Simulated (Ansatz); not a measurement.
# C6H12: up Jacob's ladder to CCSD(T)

Aim: compute C6H12 with functionals from several rungs and with coupled cluster. The yardstick is the atomisation energy at the CCSD(T) limit.

Computed with Ansatz 0.2.0, Gaussian basis. Level: functionals in def2-TZVPP, the program's frozen cores in correlated methods.

Plan: LDA (SPW92), PBE-D4, revPBE-D4, BLYP-D4, r2SCAN-D4, B97M-V, PBE0-D4, B3LYP-D4, r2SCANh-D4, r2SCAN0-D4, HSE06-D4, BHLYP-D4, CAM-B3LYP-D4, LC-ωPBE, ωB97X-V, ωB97M-V, B2PLYP, PBE-QIDH; CCSD(T)/def2-SVP; CCSD(T)/def2-TZVPP; MP2/def2-QZVPP; extrapolation to the limit; RPA on PBE.

**1. Structure used throughout**

An earlier PBE0-D4 in a triple-zeta def2 set relaxation fixed the geometry.

SMILES `CC1CCCC1`, 18 atoms, charge 0, spin multiplicity 1.

Atoms are counted from 1 here; the program's logs count them from 0.

Bond lengths: C1–C2 1.514 Å, C1–H7 1.095 Å, C1–H8 1.093 Å, C1–H9 1.093 Å, C2–C3 1.526 Å, C2–C6 1.526 Å, C2–H10 1.099 Å, C3–C4 1.532 Å, C3–H11 1.097 Å, C3–H12 1.093 Å, C4–C5 1.547 Å, C4–H13 1.093 Å, C4–H14 1.092 Å, C5–C6 1.532 Å, C5–H15 1.093 Å, C5–H16 1.092 Å, C6–H17 1.093 Å, C6–H18 1.097 Å. Angles: C2–C1–H7 110.5°, C2–C1–H8 111.5°, C2–C1–H9 111.5°, H7–C1–H8 107.7°, H7–C1–H9 107.7°, H8–C1–H9 107.7°, C1–C2–C3 114.7°, C1–C2–C6 114.7°, C1–C2–H10 109.0°, C3–C2–C6 101.9°, C3–C2–H10 108.1°, C6–C2–H10 108.1°, C2–C3–C4 104.6°, C2–C3–H11 108.5°, C2–C3–H12 113.1°, C4–C3–H11 110.4°, C4–C3–H12 113.1°, H11–C3–H12 107.1° and more.

**2. LDA**

This LDA is Slater exchange with PW92 correlation.

File in.yaml:

```yaml
crystal:
  periodic: [false, false, false]
  atoms:
    - {symbol: C, position_ang: [1.206583, -1.782409, 0.206096]}
    - {symbol: C, position_ang: [0.652947, -0.373959, 0.264331]}
    - {symbol: C, position_ang: [0.402102, 0.268921, -1.096787]}
    - {symbol: C, position_ang: [-0.489803, 1.477133, -0.795533]}
    - {symbol: C, position_ang: [-1.227813, 1.131000, 0.519428]}
    - {symbol: C, position_ang: [-0.717292, -0.255440, 0.926006]}
    - {symbol: H, position_ang: [0.524882, -2.440771, -0.341883]}
    - {symbol: H, position_ang: [2.175389, -1.811845, -0.299538]}
    - {symbol: H, position_ang: [1.341327, -2.201941, 1.206578]}
    - {symbol: H, position_ang: [1.356273, 0.263654, 0.818371]}
    - {symbol: H, position_ang: [-0.131304, -0.450727, -1.729532]}
    - {symbol: H, position_ang: [1.322836, 0.536363, -1.621158]}
    - {symbol: H, position_ang: [0.120193, 2.374067, -0.662214]}
    - {symbol: H, position_ang: [-1.179599, 1.689708, -1.614624]}
    - {symbol: H, position_ang: [-0.989711, 1.865813, 1.292420]}
    - {symbol: H, position_ang: [-2.313024, 1.145978, 0.400992]}
    - {symbol: H, position_ang: [-0.684058, -0.398848, 2.008836]}
    - {symbol: H, position_ang: [-1.369937, -1.036709, 0.518212]}
basis:
  gaussian: {orbitals: def2-TZVPP}
hamiltonian: {xc: lda}
output: {orbitals: {seedname: orbitals}}
```

On the command line:

```sh
ansatz run in.yaml --threads 2 --pin off --events-out ev --progress --plain --max-ram 20480MiB --backend cuda --devices 0, --max-vram 18GiB
```

The runs that follow: PBE-D4 (GGA); revPBE-D4 (GGA); BLYP-D4 (GGA); r2SCAN-D4 (meta-GGA); B97M-V (meta-GGA); PBE0-D4 (hybrid); B3LYP-D4 (hybrid); r2SCANh-D4 (hybrid); r2SCAN0-D4 (hybrid); HSE06-D4 (hybrid); BHLYP-D4 (hybrid); CAM-B3LYP-D4 (range-separated); LC-ωPBE (range-separated); ωB97X-V (range-separated); ωB97M-V (range-separated); B2PLYP (double hybrid); PBE-QIDH (double hybrid); CCSD(T) in def2-SVP; CCSD(T) in def2-TZVPP; MP2 in def2-QZVPP; RPA on PBE orbitals.

Before running them: what should the planned runs give, taken together? Wanted: atomisation energy, CCSD(T)/CBS; farthest beyond LDA; mean size of error, GGA; mean size of error, meta-GGA; mean size of error, hybrid; mean size of error, range-separated; mean size of error, double hybrid; gap, smallest and largest; T1 diagnostic.

The runs gave:

| quantity | value |
| --- | --- |
| atomisation energy, CCSD(T)/CBS | 1759.1 kcal/mol |
| functionals within 8.8 kcal/mol (0.5 %) | revPBE-D4, r2SCAN-D4, B97M-V, B3LYP-D4, r2SCANh-D4, r2SCAN0-D4, LC-ωPBE, ωB97X-V, ωB97M-V, PBE-QIDH |
| farthest beyond LDA | BHLYP-D4 (-35.0 kcal/mol) |
| mean size of error, GGA | 15.7 kcal/mol |
| mean size of error, meta-GGA | 4.2 kcal/mol |
| mean size of error, hybrid | 13.2 kcal/mol |
| mean size of error, range-separated | 5.8 kcal/mol |
| mean size of error, double hybrid | 10.6 kcal/mol |
| gap, smallest and largest | 7.44 eV (LDA (SPW92)), 14.63 eV (LC-ωPBE) |
| T1 diagnostic | 0.0086 |
| triples share of the correlation energy | 3.9 % |

In words: LDA overbinds by 236.1 kcal/mol (13 %). PBE-D4 is off by +34.3 kcal/mol. Double hybrids carry the basis error of their MP2 part in triple zeta, and no dispersion term here, so their miss is partly the set-up's. The rungs meta-GGA, range-separated miss on average by less than the doubt on the reference (8.8 kcal/mol), so they tie. The reference freezes the cores and leaves out relativity and excitations past (T), so misses under about 8.8 kcal/mol can't be ranked. Hartree-Fock recovers 76 % of the binding; the rest is correlation. CCSD(T) in def2-SVP is off by -58.8 kcal/mol, which most functionals beat. Orbital gaps span 7.4 to 14.6 eV; exact exchange widens them.
